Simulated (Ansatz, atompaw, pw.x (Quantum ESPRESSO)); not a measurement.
**copper (Cu) (fcc): variants of one PAW (atompaw) potential in the solid**

Cu, PAW, made with atompaw 4.2.0.5 (PBEsol, scalar-relativistic). Core [Ar], reference 3d10 4s1 4p0. Waves: 4s (bound); 4s channel at 0.6 Ry; 4p (bound, empty); 4p channel at 0.95 Ry; 3d (bound); 3d channel at 0.05 Ry. Local part: bessel scheme, radius 2.25 bohr. Core correction: smooth core density matched at 2.85 bohr. Augmentation charge: sinc compensation charge, radius 2.50 bohr; PAW radius 2.95 bohr; waves and projectors: bloechl.

Crystal test: fcc Cu in pw.x 7.5, no spin, 16³ k-points, Fermi–Dirac smearing 0.01 Ry, cutoffs set for each file from its atomic test. The reference is all-electron LAPW (Ansatz 0.2.0) with the same functional, mesh and smearing; V0 and B0 come from Birch–Murnaghan fits to the pressures at five volumes. Errors are pseudo minus all-electron; Δ is the rms difference of the E(V) curves that follow from these fits, minima aligned, over ±6 % about the mean V0. Mesh and smearing are coarse, so the numbers serve the comparison and aren't converged zero-temperature values; the lattice is a test structure that the element need not adopt.

All-electron: a0 = 3.564 Å (V0 = 11.32 Å³/atom), B0 = 167.7 GPa.

Base: The largest radius (2.95 bohr) exceeds half the bond length (2.38 bohr), so the spheres overlap, which is one possible source of error among others. This is a poor potential for the solid. The logarithmic derivative shows an extra or strongly shifted pseudo pole above the reference energy (p near 1.61 Ry).

2 further variants are left out: they gave no file fit for a test, a broken result, the same result as the base, or pressures whose basis-set error rivals the error shown.

```csv
change,cutoffs (Ry),pw.x,a0 (Å),a0 error (%),B0 error (%),Δ (meV/atom),mean pressure error (GPa)
base,40/400,converged,3.531,-0.94,-22.3,11.2,-3.60
"augmentation sinc compensation charge, radius 1.64 bohr; PAW radius 2.95 bohr; waves and projectors: bloechl",40/400,converged,3.590,+0.72,-4.5,8.8,+3.62
core correction smooth core density matched at 2.26 bohr,40/400,converged,3.528,-1.02,-21.9,12.1,-3.87
```

Task: Give the row for: reference 3d10 4s0.5 4p0.5.

Result: pw.x: converged; mean pressure error (GPa): -1.89; a0 (Å): 3.548; a0 error (%): -0.45; B0 error (%): -15.2; Δ (meV/atom): 5.7.
